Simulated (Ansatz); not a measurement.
**H2Si–PH, triplet: the ladder up to UCCSDT(Q)**

Geometry: displaced at random from a stationary point.

| atom | x (Å) | y (Å) | z (Å) |
| --- | --- | --- | --- |
| Si | -0.0297 | -0.0009 | 1.1316 |
| P | 0.0313 | 0.0075 | -1.0907 |
| H | 0.5459 | -1.2314 | 1.7135 |
| H | 0.6290 | 1.1262 | 1.7317 |
| H | -1.3092 | -0.0993 | -1.4581 |

Basis cc-pVDZ; Ansatz 0.2.0. Only valence electrons are correlated (noble-gas cores frozen), which leaves 12 electrons in 41 orbitals. R marks a restricted (for open shells ROHF) determinant, U an unrestricted one.

Full CI isn't at hand for all of this; UCCSDT(Q) serves as the reference, and is uncertain by the last step of the cluster series or more. The frozen core follows each run's orbitals, which can shift R against U totals by a few meV.

For open shells CISD is restricted-active-space CI with the open shells as a complete middle space.

```
UHF ⟨S²⟩                          : 2.018
T1 diagnostic (RCCSD)             : 0.0231
largest doubles amplitude (RCCSD) : 0.033
T1 diagnostic (UCCSD)             : 0.0179
```

```json
{"level": "RHF", "E − E(UCCSDT(Q)) (mEh)": "238.91", "share of correlation (%)": "0.00", "wall time": "–"}
{"level": "UHF", "E − E(UCCSDT(Q)) (mEh)": "233.36", "share of correlation (%)": "2.32", "wall time": "–"}
{"level": "RMP2", "E − E(UCCSDT(Q)) (mEh)": "48.86", "share of correlation (%)": "79.55", "wall time": "–"}
{"level": "UMP2", "E − E(UCCSDT(Q)) (mEh)": "49.37", "share of correlation (%)": "79.33", "wall time": "–"}
{"level": "CISD", "E − E(UCCSDT(Q)) (mEh)": "27.41", "share of correlation (%)": "88.53", "wall time": "2.3 s"}
{"level": "RCCSD", "E − E(UCCSDT(Q)) (mEh)": "7.95", "share of correlation (%)": "96.67", "wall time": "–"}
{"level": "UCCSD", "E − E(UCCSDT(Q)) (mEh)": "7.82", "share of correlation (%)": "96.73", "wall time": "–"}
{"level": "RCCSD(T)", "E − E(UCCSDT(Q)) (mEh)": "1.60", "share of correlation (%)": "99.33", "wall time": "2 s"}
{"level": "UCCSD(T)", "E − E(UCCSDT(Q)) (mEh)": "1.60", "share of correlation (%)": "99.33", "wall time": "1.9 s"}
{"level": "BCCD(T)", "E − E(UCCSDT(Q)) (mEh)": "1.56", "share of correlation (%)": "99.34", "wall time": "2.3 s"}
{"level": "RCCSDT", "E − E(UCCSDT(Q)) (mEh)": "0.36", "share of correlation (%)": "99.85", "wall time": "–"}
{"level": "UCCSDT", "E − E(UCCSDT(Q)) (mEh)": "0.34", "share of correlation (%)": "99.86", "wall time": "–"}
{"level": "RCCSDT(Q)", "E − E(UCCSDT(Q)) (mEh)": "0.03", "share of correlation (%)": "99.99", "wall time": "65 s"}
```

The correlation energy at UCCSDT(Q), counted from RHF, is -6.501 eV. That run took 57 s on 1 thread of Arm Neoverse V2, shared host.

Times hold each run's SCF and search for its determinant on a shared host, so for small cases they say little of a method's own cost; they ran on 1 thread of Arm Neoverse V2.
